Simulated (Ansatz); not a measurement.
**CHOSi (doublet): wave-function methods side by side at a displaced geometry (v1), cc-pVDZ**

An exercise on one series of results from a longer session: the logs are not shown, and one member is left open.

Program: Ansatz 0.2.0, Gaussian basis. Level of theory: cc-pVDZ, core rule «outside noble gas», up to 7 orbitals frozen. These are calculated values, not measurements.

Plan: UHF; CCSD(T) on ROHF; CCSD(T) on UHF; BCCD(T) on ROHF; CISD as a restricted active space (open shells left free, so some higher excitations enter); CCSDT(Q) on ROHF; CCSDT(Q) on UHF; CASSCF and MRCISD+Q, 9 electrons in 9 orbitals; CASSCF and NEVPT2, 9 electrons in 9 orbitals.

25 further runs of the same task are left out: 15 that didn't finish, 10 set aside as unsound or not needed. Runs told in other sessions of the task aren't counted.

## What is computed

The geometry is a PBE0/def2-TZVP stationary point (not a proven minimum) with its atoms shifted at random (size 0.040 Å).

4 atoms, charge 0, spin multiplicity 2.

Atoms are counted from 1 here; the program's logs count them from 0.

Bond lengths: C1–Si2 1.741 Å, C1–H4 1.061 Å, Si2–O3 1.545 Å. Angles: Si2–C1–H4 123.2°, C1–Si2–O3 159.4°.

Set-up of the first run:

File in.yaml:

```yaml
crystal:
  periodic: [false, false, false]
  atoms:
    - {symbol: C, position_ang: [-0.011813, -0.256304, 1.725366]}
    - {symbol: Si, position_ang: [-0.012646, 0.133132, 0.028631]}
    - {symbol: O, position_ang: [0.035318, -0.071409, -1.502316]}
    - {symbol: H, position_ang: [-0.067459, 0.478022, 2.489424]}
basis:
  gaussian: {orbitals: cc-pVDZ}
magnetization: {spin_polarized: true, initial_magnetization: 1}
hamiltonian: {xc: hf}
output: {orbitals: {seedname: orbitals}}
```

Launch:

```sh
$ ansatz run in.yaml --threads 1 --pin off --events-out ev --progress --plain --max-ram 2393MiB
```

Steps of the session up to this table: UHF; CCSD(T) on ROHF; CCSD(T) on UHF; BCCD(T) on ROHF; CISD as a restricted active space (open shells left free, so some higher excitations enter); CCSDT(Q) on ROHF; CCSDT(Q) on UHF; CASSCF and MRCISD+Q, 9 electrons in 9 orbitals; CASSCF and NEVPT2, 9 electrons in 9 orbitals.

One of the session's tables, all rows but one given; the rest of the session is left out.

It belongs to the step «Misses and costs». 

```
           method  from RCCSDT(Q) (kJ/mol)
             ROHF                  +1144.1
             RMP2                   +102.0
             UMP2                   +120.7
             CISD                   +185.0
            RCCSD                        ?
            UCCSD                    +62.0
         RCCSD(T)                    +10.3
         UCCSD(T)                    +11.5
          BCCD(T)                     +9.4
           RCCSDT                     +5.7
           UCCSDT                     +5.9
        RCCSDT(Q)                        0
        UCCSDT(Q)                     -2.2
  CASSCF frontier                   +742.8
  NEVPT2 frontier                   +140.7
  MRCISD frontier                    +77.8
MRCISD+Q frontier                    +16.6
```

Estimate the missing values for RCCSD.

**Answer.** from RCCSDT(Q) (kJ/mol): +60.6. In the column «from RCCSDT(Q) (kJ/mol)» it lies between MRCISD+Q frontier (+16.6) and UCCSD (+62.0).

Left out of the table: UHF (another determinant or state than the rows shown).

Caveats from the session: The determinant of HF (⟨S²⟩ 1.26) is far from a pure spin state, so its energy mixes those of several spin states; that is harmless only where they are near-degenerate. Warnings: spin contamination; coupled cluster took another determinant than the lowest. Restricted and unrestricted rows rest on different reference determinants; a gap between their highest levels can come from leftover correlation error, from unlike frozen cores or from another state.
